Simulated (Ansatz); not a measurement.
in.yaml

```yaml
crystal:
  periodic: [false, false, false]
  atoms:
    - {symbol: B, position_ang: [0.000000, 0.000000, 0.000000]}
    - {symbol: H, position_ang: [0.530797, 1.039994, 1.037636]}
    - {symbol: H, position_ang: [-0.543139, -1.033848, 1.037390]}
    - {symbol: H, position_ang: [-0.528399, 1.035067, -1.043767]}
    - {symbol: H, position_ang: [0.540741, -1.041213, -1.031259]}
basis:
  gaussian: {orbitals: 6-31G}
magnetization: {spin_polarized: false, initial_magnetization: 1}
correlation: {method: fic_mrcisd_q, electrons: outside_noble_gas, active_space: {window: {electrons: 3, orbitals: 3}}}
```

```sh
$ ansatz run in.yaml --threads 1 --pin off --events-out ev --progress --plain --max-ram 2393MiB
```

The program prints:

```
254 factors; integrals over basis functions are off by at most 2.9e-4 eV
mean field evaluation 1: about -727.0436 eV, gradient 8.3e0 eV
mean field evaluation 2: about -727.0409 eV, gradient 8.3e0 eV
mean field evaluation 4: about -727.5025 eV, gradient 7.7e-1 eV
mean field evaluation 8: about -727.5066 eV, gradient 4.9e-5 eV
mean field evaluation 16: about -727.3211 eV, gradient 2.6e0 eV
mean field -727.50657005 eV, -26.7353733278 hartree, gradient 2.7e-6 eV, S^2 0.750000; 2 other end points of the search recorded, 0 dependent functions left out
reference -727.50657005 eV, -26.7353733278 hartree; 5, 4 occupied and 12, 13 virtual orbitals, 254 factors
state -728.10849519 eV, -26.7574936684 hartree
contracted CI cycle   1: correlation 0.00000000 eV, 0.0000000000 hartree, residual 9.82e0 eV
contracted CI cycle   2: correlation -2.37951153 eV, -0.0874454357 hartree, residual 2.36e0 eV
contracted CI cycle   3: correlation -2.54614640 eV, -0.0935691543 hartree, residual 7.97e-1 eV
contracted CI cycle   4: correlation -2.56238753 eV, -0.0941660047 hartree, residual 2.18e-1 eV
contracted CI cycle   5: correlation -2.56410253 eV, -0.0942290299 hartree, residual 9.85e-2 eV
contracted CI cycle   6: correlation -2.56436541 eV, -0.0942386905 hartree, residual 4.83e-2 eV
contracted CI cycle   7: correlation -2.56442262 eV, -0.0942407931 hartree, residual 1.76e-2 eV
contracted CI cycle   8: correlation -2.56443162 eV, -0.0942411239 hartree, residual 5.75e-3 eV
contracted CI cycle   9: correlation -2.56443244 eV, -0.0942411541 hartree, residual 1.97e-3 eV
contracted CI cycle  10: correlation -2.56443254 eV, -0.0942411576 hartree, residual 7.81e-4 eV
state -728.10849519 eV, -26.7574936684 hartree; corrected -730.91018484 eV, -26.8604538641 hartree
Total energy: -730.91018484 eV, -26.8604538641 hartree
```

Natural occupations: 1.9567 1.0008 0.0425.

For the same geometry and basis full CI lies 19.5 meV higher.

Ran on 1 thread of Intel Xeon, shared host: 1.5 s wall, 0.13 GiB peak host memory.
